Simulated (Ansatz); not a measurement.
Compare A (`C[C](F)CF`•) with its isomer B (`[CH2]CC(F)F`•).

Program: Ansatz. Geometries: PBE0-D4/def2-TZVP. ΔE: electronic, gas phase. CCSD(T)/CBS adds triple-zeta CCSD(T) − MP2 to the extrapolated MP2 energy (def2 sets, frozen cores). Functionals use def2-TZVPP. No spin–orbit coupling; open shells (•) take unrestricted orbitals. One conformer a species, not always the lowest.

Problem. Which is lower in electronic energy at CCSD(T)/CBS, and by how much? (Estimate.)

Solution. Ansatz gave: B, by 14.9 kJ/mol.

Problem. Give E(B) − E(A) in kJ/mol with CCSD(T)/def2-TZVPP, BLYP-D4, PBE-D4, PBE0-D4, CCSD(T)/def2-SVP, r2SCAN-D4, ωB97M-V. (An estimate is asked.)

Solution. Computed: CCSD(T)/def2-TZVPP -17.1, BLYP-D4 3.6, PBE-D4 1.4, PBE0-D4 -6.9, CCSD(T)/def2-SVP -22.9, r2SCAN-D4 -9.2, ωB97M-V -10.1. The order is the other way round with BLYP-D4, PBE-D4.

Problem. Does the order hold for the free energy at 298.15 K (harmonic terms from PBE0-D4)? (Best estimate.)

Solution. Ansatz gave: Yes: G(B) − G(A) = -16.2 kJ/mol, for one conformer each.

Largest T1 diagnostic: 0.014.

Leaving LDA and LC-ωPBE aside and taking each functional with its dispersion term where it has one, the values, not all of them listed here, spread over 18.8 kJ/mol, from PBE-QIDH to BLYP-D4. From r2SCAN to r2SCAN0 (25 % exact exchange), in def2-TZVPP and without D4, E(B) − E(A) moves by −4.3 kJ/mol.
